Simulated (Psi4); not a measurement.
**Two attempts at CClF (SMILES F[C]Cl)**

Wanted: the energy of CClF, UCCSD(T)/def2-SVP (DKH3).

The calculation is run with Psi4 1.11.

3 further runs of the same task are left out: 3 set aside as unsound or not needed.

### 1 Starting point

The species is CClF (3 atoms), meant as a triplet with charge 0. SMILES: `F[C]Cl`. The shape is that of a GFN2-xTB optimisation.

Bond lengths: F1–C2 1.332 Å, C2–Cl3 1.644 Å. Angles: F1–C2–Cl3 123.8°.

### 2 First attempt

The input, input.inp:

```
memory 1600 mb

molecule geom {
  0 3
  F     -0.998630     0.639490    -0.473520
  C     -0.216580    -0.392190    -0.160770
  Cl     1.215200    -0.247300     0.634290
}

set {
  basis        def2-SVP
  reference    uhf
  scf_type     pk
  maxiter      3
  relativistic dkh
  dkh_order    3
}
set scf maxiter 100

energy('ccsd(t)')
```

The run is started by

```console
psi4 -n 1 input.inp input.out
```

input.out:

```text
Psi4 1.11 release

Relativistic analytic gradients are not implemented yet, re-routing to finite differences.

   => Loading Basis Set <=

    Name: DEF2-SVP
    Role: ORBITAL
    Keyword: BASIS

         ---------------------------------------------------------
                                   SCF
                              UHF Reference
                        1 Threads,   1525 MiB Core
         ---------------------------------------------------------

  ==> Geometry <==

    Molecular point group: cs
    Full point group: Cs

    Geometry (in Angstrom), charge = 0, multiplicity = 3:

       Center              X                  Y                   Z               Mass
    ------------   -----------------  -----------------  -----------------  -----------------
         F           -1.463640940480     0.660782887207     0.000000000000    18.998403162730
         C           -0.627227302195    -0.375648785934     0.000000000000    12.000000000000
         CL           1.010429727861    -0.230091456993     0.000000000000    34.968852682000

  Running in cs symmetry.

  Rotational constants: A =      3.72821  B =      0.19061  C =      0.18134 [cm^-1]
  Rotational constants: A = 111768.92764  B =   5714.32859  C =   5436.38642 [MHz]
  Nuclear repulsion =   85.075500531100545

[... 84 lines left out ...]
   @UHF iter   2:  -597.73168963774424   -4.10904e-02   3.89480e-03 DIIS/ADIIS
[... 3 lines left out ...]
   @UHF iter   6:  -597.74461660493830   -9.05714e-05   8.80530e-05 DIIS
[... 3 lines left out ...]
   @UHF iter  10:  -597.74463849742096   -4.48645e-08   8.85316e-07 DIIS
[... 3 lines left out ...]
   @UHF iter  14:  -597.74463849918232   -2.84217e-12   1.33959e-08 DIIS
[... 6 lines left out ...]
   @S^2 Expected:                2.000000000E+00
[... 41 lines left out ...]
    Final Occupation by Irrep:
[... 12 lines left out ...]
    Two-Electron Energy =                 312.3055081820582473
[... 26 lines left out ...]
 Dipole Z            :          0.0000000            0.0000000            0.0000000
[... 148 lines left out ...]
	SCF energy                   =   -597.74463849918311
[... 3 lines left out ...]
	Two-electron (AB) energy     =    177.01124299444427
[... 22 lines left out ...]
    E_Convergence   =     1.0e-06
[... 17 lines left out ...]
MP2 correlation energy -0.4126120715438623
                Solving CC Amplitude Equations
                ------------------------------
  Iter             Energy              RMS        T1Diag      D1Diag    New D1Diag    D2Diag
  ----     ---------------------    ---------   ----------  ----------  ----------   --------
     0        -0.412612071543862    0.000e+00    0.000000    0.000000    0.000000    0.000000
     1        -0.421573271435261    7.965e-02    0.011866    0.000000    0.000000    0.000000
     2        -0.431306038404660    2.522e-02    0.013130    0.000000    0.000000    0.000000
     3        -0.434451609965772    1.735e-02    0.016785    0.000000    0.000000    0.000000

     ** Wave function not converged to 1.0e-07 **

RuntimeError:
Fatal Error: Coupled Cluster wave function not converged.

Printing out the relevant lines from the Psithon --> Python processed input file:
    core.set_global_option("SCF_TYPE", "pk")
    core.set_global_option("MAXITER", 3)
    core.set_global_option("RELATIVISTIC", "dkh")
    core.set_global_option("DKH_ORDER", 3)
    core.set_local_option("SCF", "MAXITER", 100)
--> energy('ccsd(t)')

!----------------------------------------------------------------------------------!
!                                                                                  !
! Fatal Error: Coupled Cluster wave function not converged.                        !
!                                                                                  !
!----------------------------------------------------------------------------------!

    Psi4 run time: 0:00:02.01
```

It took 3.3 s on 1 thread of Intel Xeon 6975P-C (Granite Rapids), shared host; peak memory 0.22 GiB.

### 3 Reading the log

The iterations ended before the threshold was met.

The log says `Fatal Error: Coupled Cluster wave function not converged.`. The cause is that the iteration cap is too low for convergence. To mend it: iteration cap at its default in place of 3.

### 4 The mended input

The input, job.inp:

```
memory 1600 MB

molecule {
  0 3
  F     -0.998630     0.639490    -0.473520
  C     -0.216580    -0.392190    -0.160770
  Cl     1.215200    -0.247300     0.634290
}

set {
  reference uhf
  scf_type pk
  orbital_optimizer_package ooo
  relativistic dkh
  dkh_order 3
}

e = energy('ccsd(t)/def2-SVP')
```

The run is started by

```console
psi4 job.inp job.out -n 1
```

job.out:

```text
[...]
  Running in cs symmetry.
[...]
  Nuclear repulsion =   85.075500531100545
[...]
  Multiplicity = 3
[...]
  Nalpha       = 17
  Nbeta        = 15
[...]
    Number of basis functions: 46
[...]
   @UHF iter   1:  -597.69059919686993   -5.97691e+02   7.81198e-03 ADIIS+DIIS
[...]
   @UHF iter  17:  -597.74463849918288   -4.54747e-13   5.78145e-09 Converged
[...]
   @S^2 Observed:                2.012958539E+00
[...]
    Orbital Energies [Eh]
    ---------------------
    Alpha Occupied:
       1Ap  -105.231159     2Ap   -26.364313     3Ap   -11.407038
       4Ap   -10.683775     5Ap    -8.100493     1App   -8.096685
       6Ap    -8.094933     7Ap    -1.651673     8Ap    -1.211963
       9Ap    -0.910396     2App   -0.761696    10Ap    -0.747422
      11Ap    -0.722794     3App   -0.570774    12Ap    -0.546237
      13Ap    -0.470604     4App   -0.380645
    Alpha Virtual:
      14Ap     0.251764    15Ap     0.305864    16Ap     0.471442
      17Ap     0.586875     5App    0.606336    18Ap     0.700548
      19Ap     0.751804     6App    0.941648    20Ap     0.979533
[...]
  @UHF Final Energy:  -597.74463849918300
   => Energetics <=
    Nuclear Repulsion Energy =             85.0755005311005448
    One-Electron Energy =                -995.1256473347143583
    Two-Electron Energy =                 312.3055083044308731
    Total Energy =                       -597.7446384991829973
  UHF NO Occupations:
  HONO-2 :   12 Ap 1.9976790
  HONO-1 :    4App 1.0000000
[...]
 Multipole Moments:
 ------------------------------------------------------------------------------------
     Multipole            Electronic (a.u.)      Nuclear  (a.u.)        Total (a.u.)
 ------------------------------------------------------------------------------------
 L = 1.  Multiply by 2.5417464519 to convert [e a0] to [Debye]
 Dipole X            :         -0.2458029            0.4557511            0.2099482
 Dipole Y            :          0.1416979           -0.4127190           -0.2710211
 Dipole Z            :          0.0000000            0.0000000            0.0000000
 Magnitude           :                                                    0.3428275
[...]
      * MP2 total energy                      = -598.157250577075274
[...]
      * CCSD total energy                     = -598.178991384806523
[...]
      * CCSD(T) total energy                     = -598.188728012116030
[...]
```

It took 9.9 s on 1 thread of Intel Xeon 6975P-C (Granite Rapids), shared host; peak memory 0.19 GiB.

### 5 What came out

At UCCSD(T)/def2-SVP (DKH3):

| quantity | value |
| --- | --- |
| total energy | -598.18873 Eh |
| HOMO energy (Hartree–Fock orbitals) (highest over α and β) | -10.36 eV |
| LUMO energy (Hartree–Fock orbitals) (lowest over α and β) | 1.94 eV |
| correlation energy | -444.1 mEh |
| (T) correction | -9.74 mEh |
| ⟨S²⟩ of the reference determinant | 2.013 |
| T1 diagnostic | 0.019 |

**Reading.** The triples make up 2.2 % of the correlation energy.
